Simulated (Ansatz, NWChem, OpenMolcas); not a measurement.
Errors in the dipole moment

8 molecules holding an element from Na to Cl; the dipole moment in D, computed less measured. Shapes, held fixed at every level: PBE0-D4/def2-TZVP. No vibrational averaging. Dipoles are compared by magnitude; molecules under 1 D, whose direction can flip, are left out. Programs: Ansatz 0.2.0, NWChem 7.3.0, OpenMolcas 26.06. A level may come from different programs for different species; with the same settings they agree closely. Measured values: NIST CCCBDB.

Levels: A = HF/def2-SVP; B = PBE-D4/def2-TZVPP; C = r2SCAN-D4/def2-TZVPP; D = B3LYP/6-31G* (Cartesian functions).

```tsv
molecule	measured	A	B	C	D
HCl (SMILES Cl)	1.08	+0.33	+0.09	+0.14	+0.38
PF3 (phosphorus trifluoride)	1.03	+0.52	-0.19	-0.18	-0.05
CH3Cl (chloromethane)	1.87	+0.22	-0.05	+0.05	+0.14
CHCl2F (dichlorofluoromethane)	1.29	+0.27	-0.13	-0.06	+0.05
SCl2O2 (sulfuryl chloride)	1.81	+0.48	-0.18	-0.13	-0.33
SiH3Cl (SMILES [SiH3]Cl)	1.31	+0.26	-0.15	-0.09	+0.37
SO2F2 (sulfuryl fluoride)	1.12	+0.01	-0.01	+0.02	+0.06
C2H6S (dimethyl sulfide)	1.50	+0.16	+0.01	+0.10	+0.20
```

Task: Which level does best on this set, which worst, and which err to one side?

Result: 
```csv
level,kind,mean error,mean absolute error,worst case
HF/def2-SVP,Hartree–Fock,+0.281,0.281,PF3
PBE-D4/def2-TZVPP,GGA,-0.076,0.101,PF3
r2SCAN-D4/def2-TZVPP,meta-GGA,-0.019,0.096,PF3
B3LYP/6-31G* (Cartesian functions),global hybrid,+0.103,0.198,HCl
```

On this set r2SCAN-D4/def2-TZVPP has the smallest mean absolute error and HF/def2-SVP the largest. HF/def2-SVP is too high in 8 of 8; PBE-D4/def2-TZVPP is too low in 6 of 8; B3LYP/6-31G* (Cartesian functions) is too high in 6 of 8. The tabulated value of HCl is in doubt (older tables, estimates, or at odds with other calculations) and kept here. Over the 7 molecules whose values aren't doubted the mean absolute errors are A 0.274; B 0.103; C 0.090; D 0.171. The smallest two are near a tie. The set is small.
